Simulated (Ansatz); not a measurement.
# [BH4]− (SMILES [H][B-]([H])([H])[H]): SVWN5/6-31G

Aim: the vertical ionisation energy of [BH4]− at SVWN5/6-31G, from 2 runs. 

The calculation is run with Ansatz 0.2.0.

### Step 1. The molecule

The species is [BH4]− (5 atoms), meant as a singlet with charge -1. As SMILES, `[H][B-]([H])([H])[H]`. Geometry: relaxed at GFN2-xTB.

Bond lengths: B1–H2 1.229 Å, B1–H3 1.229 Å, B1–H4 1.229 Å, B1–H5 1.229 Å. Angles: H2–B1–H3 109.5°, H2–B1–H4 109.5°, H2–B1–H5 109.5°, H3–B1–H4 109.5°, H3–B1–H5 109.5°, H4–B1–H5 109.5°.

### Step 2. A single-point energy at SVWN5/6-31G

Contents of job.yaml:

```yaml
crystal:
  periodic: [false, false, false]
  atoms:
    - {symbol: B, position_ang: [0.000000, -0.000190, -0.000050]}
    - {symbol: H, position_ang: [0.011880, -0.020580, 1.229120]}
    - {symbol: H, position_ang: [1.154650, 0.011840, -0.420810]}
    - {symbol: H, position_ang: [-0.587600, 1.007810, -0.387560]}
    - {symbol: H, position_ang: [-0.578930, -0.998880, -0.420690]}
basis:
  gaussian: {orbitals: 6-31G}
total_charge: -1
hamiltonian: {xc: {name: SVWN5}}
accuracy: high
```

Started as:

```
ansatz run job.yaml --threads 1 --pin off --max-ram 2610MiB --events-out events.jsonl --progress --plain --runs-dir runs
```

The program printed:

```text
Warning: RAYON_NUM_THREADS=1 ignored (pool sized by the plan → 1); use --threads N
Functional definition: SVWN5
  name "SVWN5"
  exchange = slater_x
  correlation = vwn5_c
413 factors; integrals over basis functions are off by at most 2.7e-9 eV
mean field evaluation 1: about -731.1914 eV, gradient 1.0e1 eV
mean field evaluation 2: about -731.1616 eV, gradient 1.1e1 eV
mean field evaluation 4: about -731.6058 eV, gradient 1.2e-2 eV
mean field evaluation 8: about -731.5975 eV, gradient 5.8e-5 eV
mean field -731.59751628 eV, -26.8857128287 hartree, gradient 4.4e-8 eV, S^2 0.000000; 0 other end points of the search recorded, 0 dependent functions left out
reference -731.59751810 eV, -26.8857128956 hartree; 5, 5 occupied and 12, 12 virtual orbitals, 413 factors
Total energy: -731.59751810 eV, -26.8857128956 hartree
```

Wall time 0.36 s (1 thread of Arm Neoverse V2, shared host).

### Step 3. Doublet neutral BH4 at the same level

Contents of in.yaml:

```yaml
crystal:
  periodic: [false, false, false]
  atoms:
    - {symbol: B, position_ang: [0.000000, -0.000190, -0.000050]}
    - {symbol: H, position_ang: [0.011880, -0.020580, 1.229120]}
    - {symbol: H, position_ang: [1.154650, 0.011840, -0.420810]}
    - {symbol: H, position_ang: [-0.587600, 1.007810, -0.387560]}
    - {symbol: H, position_ang: [-0.578930, -0.998880, -0.420690]}
basis:
  gaussian:
    orbitals: 6-31G
total_charge: 0
magnetization:
  spin_polarized: true
  initial_magnetization: 1
hamiltonian:
  xc: {name: SVWN5}
accuracy: high
```

Started as:

```
ansatz run in.yaml --threads 1 --pin off --max-ram 2610MiB --events-out events.jsonl --progress --plain --runs-dir runs
```

The program printed:

```text
Warning: RAYON_NUM_THREADS=1 ignored (pool sized by the plan → 1); use --threads N
[... 4 set-up lines as earlier in the session ...]
409 factors; integrals over basis functions are off by at most 2.7e-9 eV
mean field evaluation 1: about -725.8911 eV, gradient 1.6e1 eV
mean field evaluation 2: about -724.8115 eV, gradient 1.9e1 eV
mean field evaluation 4: about -727.2006 eV, gradient 7.0e0 eV
mean field evaluation 8: about -727.3696 eV, gradient 5.4e0 eV
mean field evaluation 16: about -727.8241 eV, gradient 8.1e-5 eV
mean field evaluation 32: about -727.7548 eV, gradient 2.0e0 eV
mean field -727.82477050 eV, -26.7470669786 hartree, gradient 4.1e-8 eV, S^2 0.750795; 8 other end points of the search recorded, 0 dependent functions left out
reference -727.82477249 eV, -26.7470670516 hartree; 5, 4 occupied and 12, 13 virtual orbitals, 409 factors
Total energy: -727.82477249 eV, -26.7470670516 hartree
```

Run time: 1.4 s. Hardware: 1 thread of Arm Neoverse V2, shared host; peak memory 0.1 GiB.

### Step 4. Results

Level: SVWN5/6-31G.

| quantity | value |
| --- | --- |
| singlet [BH4]−: total energy | -26.88571 Eh |
| doublet neutral BH4: total energy | -26.74707 Eh |
| doublet neutral BH4: ⟨S²⟩ | 0.751 |
| vertical detachment energy (to the doublet neutral) | 3.773 eV |

**Reading.** Removing an electron at fixed nuclei costs 3.77 eV (364 kJ/mol).
